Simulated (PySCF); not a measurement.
benzene (C₆H₆), SMILES c1ccccc1. Atoms are numbered in the order given.

```xyz
12

C     -1.3993     0.0000     0.0000
C     -0.6997    -1.2119     0.0000
C      0.6997    -1.2119     0.0000
C      1.3993     0.0000     0.0000
C      0.6997     1.2119     0.0000
C     -0.6997     1.2119     0.0000
H     -2.4921     0.0000     0.0000
H     -1.2461    -2.1582     0.0000
H      1.2461    -2.1582     0.0000
H      2.4921     0.0000     0.0000
H      1.2461     2.1582     0.0000
H     -1.2461     2.1582     0.0000
```
Charge 0, spin multiplicity 1.

Geometry: TPSSh-D3(BJ)/def2-SVP.

Calculation: PBE0/def2-TZVP (PySCF).

| Item | Result |
|---|---|
| total energy | -232.04417 hartree |
| point group | D6h |
| highest occupied level | -7.26 eV |
| lowest empty level | -0.25 eV |
| orbital gap | 7.01 eV |
| dipole moment | 0.00 D |
| quadrupole, principal values (traceless, Buckingham form, about the centre of nuclear charge) | -8.42, 4.21, 4.21 D·Å |
| mean static polarisability | 65.5 bohr³ (9.71 Å³) |
| polarisability, principal values | 38.8, 78.9, 78.9 bohr³ |
